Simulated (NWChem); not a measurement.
**Polarisability of hydrogen isocyanide (CHN)**

SMILES: [NH+]#[C-]
```xyz
3

C      0.0000     0.0000     0.7490
N      0.0000     0.0000    -0.4352
H      0.0000     0.0000    -1.4477
```
Charge 0, spin multiplicity 1.

Everything below was run with NWChem. Structure: optimised with PBE/def2-SVP, a minimum by its harmonic frequencies.

Basis set: Sadlej pVTZ. Static limit.

The correlated methods keep 2 core orbitals frozen. B3LYP has NWChem's definition, with VWN1-RPA local correlation. Coupled-cluster values serve here as a point of comparison, not as the truth.

For the isotropic polarisability, HF gives 17.68 bohr³ and B3LYP gives 18.89 bohr³. What do PBE, LDA (SVWN5), CCSD linear response give?

PBE: 19.40 bohr³; LDA (SVWN5): 19.51 bohr³; CCSD linear response: 18.74 bohr³.
